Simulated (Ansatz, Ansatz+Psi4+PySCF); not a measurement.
```xyz
4

P     0.0000    0.0000    0.1326
H     0.0000    1.2176   -0.6257
H     1.0545   -0.6088   -0.6257
H    -1.0545   -0.6088   -0.6257
```

Basis set: cc-pVTZ on H; cc-pV(T+d)Z on P (spherical functions). Correlated methods keep 5 orbitals frozen. Charge 0, multiplicity 1.

Computed with Ansatz (development build ahead of 0.2.0); each method stands on the lowest determinant of its kind that the runs found. Restricted open shells among the atoms or ions are ROHF, correlated in semicanonical orbitals with singles.

The atomization energy at this shape (free ground-state atoms in the same class of orbitals less the molecule, no zero-point energy) of singlet PH3:

```csv
method,atomization energy
RHF-CCSD(T),10.17 eV
RHF-MP2,9.80 eV
```

**Question.** What does RHF give?

**Answer.** 7.46 eV.
